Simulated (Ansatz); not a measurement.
The input, for Ansatz 0.2.0:

```yaml
crystal:
  periodic: [false, false, false]
  atoms:
    - {symbol: W, position_ang: [0.000000, 0.000000, 0.000000]}
    - {symbol: H, position_ang: [0.000000, 0.000000, 1.684351]}
basis:
  gaussian: {orbitals: def2-TZVPP}
total_charge: 1
magnetization: {spin_polarized: true, initial_magnetization: 0}
correlation: {method: ccsdt_q, electrons: outside_noble_gas}
```

```sh
$ ansatz run in.yaml --threads 1 --pin off --events-out ev --progress --plain --max-ram 2393MiB
```

Output:

```
828 factors; integrals over basis functions are off by at most 2.3e-7 eV
mean field evaluation 1: about -1807.7921 eV, gradient 1.4e1 eV
mean field evaluation 2: about -1807.7914 eV, gradient 1.4e1 eV
mean field evaluation 4: about -1808.9494 eV, gradient 2.3e0 eV
mean field evaluation 8: about -1809.6665 eV, gradient 9.7e-1 eV
mean field evaluation 16: about -1810.0257 eV, gradient 4.8e-2 eV
mean field evaluation 32: about -1812.0182 eV, gradient 7.8e-2 eV
mean field evaluation 64: about -1809.9535 eV, gradient 9.7e-3 eV
mean field evaluation 96: about -1810.0255 eV, gradient 2.9e-3 eV
mean field evaluation 128: about -1811.5026 eV, gradient 1.6e-6 eV
mean field evaluation 160: about -1811.5398 eV, gradient 1.1e-6 eV
...
cycle  35  -4.38433800 eV  change    6.0e-6 eV  update   3.7e-6
cycle  36  -4.38433574 eV  change    2.3e-6 eV  update   2.5e-6
cycle  37  -4.38433795 eV  change   -2.2e-6 eV  update   1.7e-6
cycle  38  -4.38434070 eV  change   -2.8e-6 eV  update   1.2e-6
cycle  39  -4.38434243 eV  change   -1.7e-6 eV  update   9.2e-7
cycle  40  -4.38434550 eV  change   -3.1e-6 eV  update   7.6e-7
cycle  41  -4.38434856 eV  change   -3.1e-6 eV  update   6.1e-7
cycle  42  -4.38435016 eV  change   -1.6e-6 eV  update   5.3e-7
cycle  43  -4.38435206 eV  change   -1.9e-6 eV  update   4.6e-7
cycle  44  -4.38435160 eV  change    4.6e-7 eV  update   3.9e-7
perturbative correction 0.12128291 eV, 0.0044570648 hartree
WARN: the results are in doubt because among natural orbitals the method converges to other amplitudes
Total energy: -1816.28485914 eV, -66.7472374514 hartree
In doubt: among natural orbitals the method converges to other amplitudes
```

Ran on 1 thread of Arm Neoverse V2, shared host: 2.7 min wall, 0.61 GiB peak host memory.
